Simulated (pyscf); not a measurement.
## Four-centre exchange: `[CH3][SnH3]` + `[NH3]` → `[CH4]` + `[NH2][SnH3]`

Gas phase, singlet surface, charge 0. Bonds broken: C1–Sn2, N9–H10. Bonds formed: C1–H10, Sn2–N9. PySCF, gas phase, ωB97X-D3(BJ)/def2-SVP geometries.

Transition state (Å):

```xyz
12

C     -1.3476    -1.1707     0.0205
Sn    -0.0416     1.0866    -0.4665
H     -0.6848    -1.5748    -0.7658
H     -2.3689    -1.1630    -0.4040
H     -1.3322    -1.9280     0.8283
H      0.4636     2.7467    -0.3219
H      1.3888     0.1658    -0.3985
H     -1.0061     1.0432    -1.8704
N     -1.0891     1.0899     1.4705
H     -1.3164    -0.0047     1.0280
H     -1.8883     1.7203     1.5669
H     -0.5167     1.1548     2.3154
```

One imaginary mode, 1378i cm⁻¹; descent along it reached the two sides named, in the forms told below.

```json
[
 {"bond": "C1–Sn2", "change": "breaks", "reactant side (Å)": "2.146", "saddle": "2.7", "product side": "3.8"},
 {"bond": "N9–H10", "change": "breaks", "reactant side (Å)": "1.020", "saddle": "1.202", "product side": "2.6"},
 {"bond": "C1–H10", "change": "forms", "reactant side (Å)": "3.5", "saddle": "1.541", "product side": "1.100"},
 {"bond": "Sn2–N9", "change": "forms", "reactant side (Å)": "3.0", "saddle": "2.202", "product side": "2.045"}
]
```

Electronic energies relative to the separated reactants (eV):

| level | barrier | reaction energy | reverse barrier |
|---|---|---|---|
| ωB97X-D3(BJ)/def2-TZVP | 1.99 | -0.13 | 2.12 |
| PBE/def2-TZVP | 1.75 | -0.13 | 1.88 |
| r²SCAN/def2-TZVP | 1.82 | -0.16 | 1.98 |
| B3LYP-D3(BJ)/def2-TZVP | 1.92 | -0.16 | 2.08 |
| PBE0-D3(BJ)/def2-TZVP | 1.86 | -0.11 | 1.96 |
| M06-2X/def2-TZVP | 1.84 | -0.23 | 2.07 |
| ωB97M-D3(BJ)/def2-TZVP | 2.00 | -0.13 | 2.14 |
| HF/def2-TZVP | 2.71 | -0.21 | 2.92 |

With ωB97M-D3(BJ)/def2-TZVP energies and thermal terms (ideal gas, 1 atm, RRHO with modes under 100 cm⁻¹ raised to 100, one conformer, R ln 2 for chiral ones without a mode under 150 cm⁻¹), in eV:

| T (K) | ΔH‡ | ΔG‡ | ΔH | ΔG |
|---|---|---|---|---|
| 298 | 1.89 | 2.31 | -0.15 | -0.15 |
| 600 | 1.91 | 2.74 | -0.15 | -0.15 |
| 900 | 1.95 | 3.14 | -0.15 | -0.14 |
| 1200 | 1.99 | 3.53 | -0.15 | -0.14 |

On the reactant side the descent ends in a complex (not fully relaxed), 0.18 eV under the separated species and 2.17 eV under the saddle at ωB97X-D3(BJ)/def2-TZVP. This is the saddle that the search found; another between the same sides may lie lower. Elements past Kr carry the def2 core potentials, without spin-orbit coupling.
